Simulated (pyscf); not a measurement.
Routes from `[NH]=[SiH][F]` + `[H][H]`

Candidate steps break at most two bonds and form at most two. Each was searched with GFN2-xTB (tblite) first. Structures and frequencies: ωB97X-D3(BJ)/def2-SVP in PySCF. Energies: ωB97M-D3(BJ)/def2-TZVP, kcal/mol, from the separated reactants, singlet surface; ΔG‡ with ideal gas, 1 atm, RRHO with modes under 100 cm⁻¹ raised to 100, one conformer, R ln 2 for chiral ones without a mode under 150 cm⁻¹.

| products | type | ΔE‡ | ΔE | ΔG‡ 298 K | ΔG‡ 900 K | ν‡ (cm⁻¹) |
|---|---|---|---|---|---|---|
| H₂N–SiH₂–F | addition across a multiple bond or ene-type step | 20.1 | -60.0 | 29.3 | 46.9 | 1161i |
| HN=SiH₂ + HF | four-centre exchange | 43.9 | +31.7 | 53.2 | 71.0 | 1158i |
| F–SiH: [singlet] + NH₃ | concerted two-bond exchange | 63.0 | +3.7 | 70.8 | 87.4 | 1416i |
| H₂N–SiH: [singlet] + HF | concerted two-bond exchange | 81.0 | +13.6 | 87.9 | 104.8 | 1291i |

Row 2: On the product side the descent ends in a bound adduct (not fully relaxed), 9.4 kcal/mol under the separated species and 21.7 kcal/mol under the saddle at ωB97X-D3(BJ)/def2-TZVP. Row 3: On the product side the descent ends in an adduct with a N–Si contact (not fully relaxed), 26.8 kcal/mol under the separated species and 86.4 kcal/mol under the saddle at ωB97X-D3(BJ)/def2-TZVP. Row 4: On the product side the descent ends in a complex (not fully relaxed), 4.7 kcal/mol under the separated species and 74.0 kcal/mol under the saddle at ωB97X-D3(BJ)/def2-TZVP. 

Plain bond fissions and candidates not yet searched are not listed, and one of them may be faster. Each barrier is that of the saddle found; lower ones may exist. 2 of the closed-shell references are unstable towards spin polarisation; treat their single-reference values with care.
